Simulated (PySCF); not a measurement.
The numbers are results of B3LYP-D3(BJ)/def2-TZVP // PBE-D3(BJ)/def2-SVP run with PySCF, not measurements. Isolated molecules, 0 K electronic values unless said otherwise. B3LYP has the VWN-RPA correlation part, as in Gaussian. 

Reference species (SMILES): `[OH]` (neutral, multiplicity 2).

| Quantity | Value |
|---|---|
| highest occupied spin orbital | -8.82 eV |
| dipole moment | 1.78 D |

Changed species: `[SH]` (free radical SH; the reference has free radical OH).

Task: What does the change do to the highest occupied spin orbital and dipole moment?

Result: the highest occupied spin orbital rises by 1.65 eV, to -7.17 eV; the dipole moment decreases by 0.92 D, to 0.86 D.
